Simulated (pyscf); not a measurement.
Single points on ωB97X-D3(BJ)/def2-SVP structures (PySCF, gas phase).

Question: Estimate the classical barrier height and the reaction energy of `[OH][SiH]([Cl])[Cl]` + `[H][H]` -> `[Cl][SiH2][Cl]` + `[OH2]` at HF/def2-TZVP. The step runs on the singlet surface, breaks O–Si, H–H and forms H–Si, H–O; take the separated reactants as zero.

Answer: ΔE‡ = 72.2 kcal/mol, ΔE = +20.4 kcal/mol. ωB97M-D3(BJ)/def2-TZVP gives 54.8 kcal/mol and +22.7 kcal/mol. Zero-point energy shifts the barrier by +2.8 kcal/mol. It is a four-centre exchange, with an imaginary mode of 1405i cm⁻¹. On the product side the descent ends in a complex, 4.7 kcal/mol under the separated species and 37.2 kcal/mol under the saddle at ωB97X-D3(BJ)/def2-TZVP. One saddle was located; it need not be the lowest between these sides.
